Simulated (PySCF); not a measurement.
A structure optimised at PBE-D3(BJ)/def2-TZVP, used in a PySCF frequency run:

```xyz
3

O      0.0000     0.0000    -1.6930
C      0.0000     0.0000    -0.5243
S      0.0000     0.0000     1.0431
```

Q: Write its SMILES, formula and point group.

A: O=C=S, COS, C∞v

Q: What are its rotational constants (standard atomic weights)?

A: 6.0132 GHz (linear rotor, B only)
